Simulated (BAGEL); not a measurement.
**SiH4S (Si(SH)H3): levels of theory compared**

Wanted: a comparison of 4 runs (B3LYP/6-31G*, B3LYP/def2-SVPD, PBE0/def2-SVPD, RI-MP2/def2-SVPD) of SiH4S (Si(SH)H3). 

Program for the calculation: BAGEL 1.2.2.

### 1 The structure to begin with

SiH4S: 6 atoms, total charge 0, spin state singlet. SMILES: `[H][Si]([H])([H])S`. The coordinates come from a GFN2-xTB relaxation.

Bond lengths: Si1–S2 2.147 Å, S2–H3 1.325 Å, Si1–H4 1.452 Å, Si1–H5 1.457 Å, Si1–H6 1.458 Å. Angles: Si1–S2–H3 97.0°, S2–Si1–H4 103.2°, S2–Si1–H5 107.7°, S2–Si1–H6 107.7°, H4–Si1–H5 113.2°, H4–Si1–H6 113.1°, H5–Si1–H6 111.3°.

### 2 A single-point energy at B3LYP/6-31G(d) (density fitting with qzvpp-jkfit, spherical functions) (run 1)

Input file input.json:

```json
{ "bagel": [

{
  "title": "molecule",
  "basis": "6-31gs.json",
  "df_basis": "qzvpp-jkfit",
  "angstrom": true,
  "geometry": [
    { "atom": "Si", "xyz": [    0.201210,   -0.014540,   -0.544580 ] },
    { "atom": "S", "xyz": [    0.253720,    0.019820,    1.601470 ] },
    { "atom": "H", "xyz": [   -1.056810,    0.059910,    1.795240 ] },
    { "atom": "H", "xyz": [    1.606010,   -0.020690,   -0.909950 ] },
    { "atom": "H", "xyz": [   -0.503230,    1.180600,   -0.990160 ] },
    { "atom": "H", "xyz": [   -0.500900,   -1.225100,   -0.952020 ] }
  ]
},
{ "title": "ks", "xc_func": "b3lyp" },
{ "title": "print", "file": "orbitals.molden", "orbitals": true }

]}
```

The basis set 6-31G* is read from a file made from the Basis Set Exchange's data (not shown).

The run is started by

```console
$ BAGEL_NUM_THREADS=1 BAGEL input.json > input.out
```

Log:

```text
* using 1 threads per process

  ===============================================================
  ===============================================================

  *** Geometry ***

  { "atom" : "Si", "xyz" : [      0.380232,     -0.027477,     -1.029107 ] },
  { "atom" : "S", "xyz" : [      0.479461,      0.037454,      3.026340 ] },
  { "atom" : "H", "xyz" : [     -1.997081,      0.113213,      3.392512 ] },
  { "atom" : "H", "xyz" : [      3.034919,     -0.039098,     -1.719556 ] },
  { "atom" : "H", "xyz" : [     -0.950967,      2.231011,     -1.871131 ] },
  { "atom" : "H", "xyz" : [     -0.946564,     -2.315103,     -1.799057 ] },

  Number of auxiliary basis functions:      328

  Since a DF basis is specified, we compute 2- and 3-index integrals:
    o Being stored without compression. Storage requirement is 0.005 GB

  Number of basis functions:       44
  Number of electrons      :       34

    * METHOD: MOLECULE                             0.14

  *** Kohn-Sham DFT ***

    * Removing 8937 points whose weight is below 1.00e-10
    * Grid points: 80499

  === Nuclear Repulsion ===
    89.5275041024

       - DIIS with orbital gradients will be used.

  === KS iteration (b3lyp / 6-31gs.json) ===
      0       -670.59800356          0.13833880           0.22
      1       -672.35789688          0.12071979           0.18
      2       -669.29711536          0.13485919           0.16
      3       -689.31913048          0.06287124           0.16
      4       -689.44935943          0.04784903           0.16
      5       -689.64899646          0.03868868           0.16
      6       -689.98578333          0.01837457           0.17
      7       -690.09387599          0.00373923           0.16
      8       -690.09644086          0.00081470           0.16
      9       -690.09659738          0.00022400           0.16
     10       -690.09660783          0.00003127           0.16
     11       -690.09660806          0.00000523           0.16
     12       -690.09660807          0.00000084           0.16
     13       -690.09660807          0.00000029           0.16
     14       -690.09660807          0.00000009           0.16
     15       -690.09660807          0.00000001           0.16
    * SCF iteration converged.

    * Permanent dipole moment:
           (    0.389206,    -0.003225,     0.555989) a.u.

    * METHOD: KS                                   3.00

    * METHOD: PRINT                                0.01

  ===============================================================
```

Wall time 3.3 s (1 thread of Arm Neoverse N1, shared host); peak memory 0.21 GiB.

### 3 The energy at B3LYP/def2-SVPD (density fitting with qzvpp-jkfit) (run 2)

Input file job.json:

```json
{ "bagel": [

{
  "title": "molecule",
  "basis": "def2-svpd.json",
  "df_basis": "qzvpp-jkfit",
  "angstrom": true,
  "geometry": [
    { "atom": "Si", "xyz": [       0.201210,      -0.014540,      -0.544580 ] },
    { "atom": "S", "xyz": [       0.253720,       0.019820,       1.601470 ] },
    { "atom": "H", "xyz": [      -1.056810,       0.059910,       1.795240 ] },
    { "atom": "H", "xyz": [       1.606010,      -0.020690,      -0.909950 ] },
    { "atom": "H", "xyz": [      -0.503230,       1.180600,      -0.990160 ] },
    { "atom": "H", "xyz": [      -0.500900,      -1.225100,      -0.952020 ] }
  ]
},

{
  "title": "ks",
  "xc_func": "b3lyp"
},

{
  "title": "print",
  "file": "orbitals.molden",
  "orbitals": true
}

]}
```

The basis set def2-SVPD is read from a file made from the Basis Set Exchange's data (not shown).

The run is started by

```console
$ BAGEL_NUM_THREADS=1 BAGEL job.json > job.out
```

Log:

```text
* using 1 threads per process

  ===============================================================
  ===============================================================

  *** Geometry ***

  { "atom" : "Si", "xyz" : [      0.380232,     -0.027477,     -1.029107 ] },
  { "atom" : "S", "xyz" : [      0.479461,      0.037454,      3.026340 ] },
  { "atom" : "H", "xyz" : [     -1.997081,      0.113213,      3.392512 ] },
  { "atom" : "H", "xyz" : [      3.034919,     -0.039098,     -1.719556 ] },
  { "atom" : "H", "xyz" : [     -0.950967,      2.231011,     -1.871131 ] },
  { "atom" : "H", "xyz" : [     -0.946564,     -2.315103,     -1.799057 ] },

  Number of auxiliary basis functions:      328

  Since a DF basis is specified, we compute 2- and 3-index integrals:
    o Being stored without compression. Storage requirement is 0.018 GB

  Number of basis functions:       83
  Number of electrons      :       34

    * METHOD: MOLECULE                             0.16

  *** Kohn-Sham DFT ***

    * Removing 8937 points whose weight is below 1.00e-10
    * Grid points: 80499

  === Nuclear Repulsion ===
    89.5275041024

       - DIIS with orbital gradients will be used.

  === KS iteration (b3lyp / def2-svpd.json) ===
      0       -676.00422851          0.08664038           0.36
      1       -673.61001667          0.10027677           0.35
      2       -671.02802139          0.10689197           0.35
      3       -688.41394621          0.05611194           0.35
      4       -689.54683007          0.02861507           0.35
      5       -689.82801066          0.01433551           0.35
      6       -689.87635325          0.01079296           0.35
      7       -689.93069948          0.00178014           0.35
      8       -689.93202473          0.00041869           0.35
      9       -689.93205609          0.00026072           0.35
     10       -689.93207784          0.00003354           0.36
     11       -689.93207817          0.00001582           0.36
     12       -689.93207828          0.00000125           0.36
     13       -689.93207828          0.00000049           0.36
     14       -689.93207828          0.00000004           0.35
     15       -689.93207828          0.00000002           0.35
     16       -689.93207828          0.00000000           0.35
    * SCF iteration converged.

    * Permanent dipole moment:
           (    0.285993,    -0.002053,     0.441125) a.u.

    * METHOD: KS                                   6.49

    * METHOD: PRINT                                0.02

  ===============================================================
```

It took 6.9 s on 1 thread of Arm Neoverse N1, shared host; peak memory 0.31 GiB.

Run 3 isn't shown in full; the table further down has it.

### 4 The energy at RI-MP2/def2-SVPD (density fitting with qzvpp-jkfit) (run 4)

Input file input.json:

```json
{ "bagel" : [

{
  "title" : "molecule",
  "basis" : "def2-svpd.json",
  "df_basis" : "qzvpp-jkfit",
  "angstrom" : true,
  "geometry" : [
    { "atom" : "Si", "xyz" : [    0.201210,   -0.014540,   -0.544580 ] },
    { "atom" : "S", "xyz" : [    0.253720,    0.019820,    1.601470 ] },
    { "atom" : "H", "xyz" : [   -1.056810,    0.059910,    1.795240 ] },
    { "atom" : "H", "xyz" : [    1.606010,   -0.020690,   -0.909950 ] },
    { "atom" : "H", "xyz" : [   -0.503230,    1.180600,   -0.990160 ] },
    { "atom" : "H", "xyz" : [   -0.500900,   -1.225100,   -0.952020 ] }
  ]
},
{ "title" : "hf" },
{ "title" : "mp2", "ncore" : 10 }

]}
```

The basis set def2-SVPD is read from a file made from the Basis Set Exchange's data (not shown).

The run is started by

```console
$ BAGEL_NUM_THREADS=1 BAGEL input.json > input.out
```

Log:

```text
* using 1 threads per process

  ===============================================================
  ===============================================================

  *** Geometry ***

  { "atom" : "Si", "xyz" : [      0.380232,     -0.027477,     -1.029107 ] },
  { "atom" : "S", "xyz" : [      0.479461,      0.037454,      3.026340 ] },
  { "atom" : "H", "xyz" : [     -1.997081,      0.113213,      3.392512 ] },
  { "atom" : "H", "xyz" : [      3.034919,     -0.039098,     -1.719556 ] },
  { "atom" : "H", "xyz" : [     -0.950967,      2.231011,     -1.871131 ] },
  { "atom" : "H", "xyz" : [     -0.946564,     -2.315103,     -1.799057 ] },

  Number of auxiliary basis functions:      328

  Since a DF basis is specified, we compute 2- and 3-index integrals:
    o Being stored without compression. Storage requirement is 0.018 GB

  Number of basis functions:       83
  Number of electrons      :       34

    * METHOD: MOLECULE                             0.16

  *** RHF ***

  === Nuclear Repulsion ===
    89.5275041024

      * DIIS with orbital gradients will be used.

  === RHF iteration (def2-svpd.json) ===
      0       -688.54008583          0.01027349           0.05
      1       -688.59453205          0.00372141           0.05
      2       -688.60072322          0.00116653           0.05
      3       -688.60156761          0.00016825           0.04
      4       -688.60158869          0.00004087           0.04
      5       -688.60158997          0.00000911           0.04
      6       -688.60159003          0.00000243           0.04
      7       -688.60159003          0.00000053           0.05
      8       -688.60159003          0.00000015           0.04
      9       -688.60159003          0.00000005           0.04
     10       -688.60159003          0.00000002           0.04
     11       -688.60159003          0.00000000           0.04
    * SCF iteration converged.

    * Permanent dipole moment:
           (    0.325417,    -0.001858,     0.516387) a.u.

    * METHOD: HF                                   0.69

  *** RHF ***

  === Nuclear Repulsion ===
    89.5275041024

      * DIIS with orbital gradients will be used.

  === RHF iteration (def2-svpd.json) ===
      0       -688.60159003          0.00000000           0.04
    * SCF iteration converged.

    * Permanent dipole moment:
           (    0.325417,    -0.001858,     0.516387) a.u.

  === DF-MP2 calculation ===

    * freezing 10 orbitals
    * 3-index integral transformation done
    * assembly done

      MP2 correlation energy:   -0.2529240705      0.02

      MP2 total energy:       -688.8545141015

    * METHOD: MP2                                  0.12

  ===============================================================
```

It took 1.1 s on 1 thread of Arm Neoverse N1, shared host; peak memory 0.084 GiB.

### 5 The series

```
run                                                                 level  frozen core orbitals  energy (Eh)  dipole moment (D)  HOMO energy (eV)  LUMO energy (eV)  wall time
  1  B3LYP/6-31G* (density fitting with qzvpp-jkfit, spherical functions)                     –  -690.096608               1.73             -6.95             -0.05      3.3 s
  2                    B3LYP/def2-SVPD (density fitting with qzvpp-jkfit)                     –  -689.932078               1.34             -7.13             -0.43      6.9 s
  3                     PBE0/def2-SVPD (density fitting with qzvpp-jkfit)                     –  -689.624635               1.36             -7.39             -0.18      7.2 s
  4                   RI-MP2/def2-SVPD (density fitting with qzvpp-jkfit)                    10  -688.854514                  –                 –                 –      1.1 s
```

### 6 Summary of results

```
                                           quantity          value
                                run 4: total energy  -688.85451 Eh
run 4: correlation energy (10 core orbitals frozen)     -252.9 mEh
```

**Reading.** Over runs 1, 2, 3 the dipole moment (its size) runs from 1.34 D (B3LYP/def2-SVPD) to 1.73 D (B3LYP/6-31G*). Over runs 1, 2, 3 the HOMO–LUMO gap runs from 6.71 eV (B3LYP/def2-SVPD) to 7.20 eV (PBE0/def2-SVPD). Totals of different functionals can't be ranked against each other. All runs together took 19 s, the longest 7.2 s.
